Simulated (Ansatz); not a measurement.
# Errors in the atomisation enthalpy at 298 K

6 molecules with nitrogen; the atomisation enthalpy at 298 K in kJ/mol, computed less measured. Shapes, held fixed at every level: PBE0-D4/def2-TZVP. Flexible molecules stand in one conformer, not always the lowest. Thermal terms are harmonic and unscaled (PBE0-D4/def2-TZVP); the spin-orbit lowering of the free atoms is taken from their spectra. Programs: Ansatz 0.2.0. Measured values: Active Thermochemical Tables, CRC Handbook of Chemistry and Physics, NIST-JANAF tables.

Levels: A = HF/def2-SVP; B = HF/def2-TZVPP; C = r2SCAN-D4/def2-TZVPP; D = CCSD(T)/def2-SVP.

```
                     molecule  from tabulated heats      A      B    C     D
           HOCN (cyanic acid)                  1671   -685   -697   -8  -121
   NF3 (nitrogen trifluoride)                   843   -721   -702  +30  -137
C2F3N (cyanotrifluoromethane)                  2640   -962  -1003   +9  -140
        C4H7N (butyronitrile)                  4832  -1299  -1357   -9  -212
   C4H7NO (2-methyloxazoline)                  5246  -1528  -1596   +9  -264
        C5H9N (pivalonitrile)                  6021  -1590  -1666  -10  -252
```

(1) Which level does best on this set, which worst, and which err to one side?

## Answers

(1) 
```json
{"level": "HF/def2-SVP", "kind": "Hartree–Fock", "mean error": "-1130.8", "mean absolute error": "1130.8", "worst case": "C5H9N"}
{"level": "HF/def2-TZVPP", "kind": "Hartree–Fock", "mean error": "-1170.2", "mean absolute error": "1170.2", "worst case": "C5H9N"}
{"level": "r2SCAN-D4/def2-TZVPP", "kind": "meta-GGA", "mean error": "+3.5", "mean absolute error": "12.5", "worst case": "NF3"}
{"level": "CCSD(T)/def2-SVP", "kind": "coupled cluster or CI", "mean error": "-187.7", "mean absolute error": "187.7", "worst case": "C4H7NO"}
```

On this set r2SCAN-D4/def2-TZVPP has the smallest mean absolute error and HF/def2-TZVPP the largest. HF/def2-SVP is too low in 6 of 6; HF/def2-TZVPP is too low in 6 of 6; CCSD(T)/def2-SVP is too low in 6 of 6. The heats of NF3, C2F3N come from older tables and can be uncertain by 10 kJ/mol or more. The largest two are near a tie. For HF/def2-SVP and HF/def2-TZVPP and CCSD(T)/def2-SVP the error grows with the size of the molecule. Hartree–Fock lacks correlation and underbinds. Correlated wave functions converge slowly with the basis. The set is small.
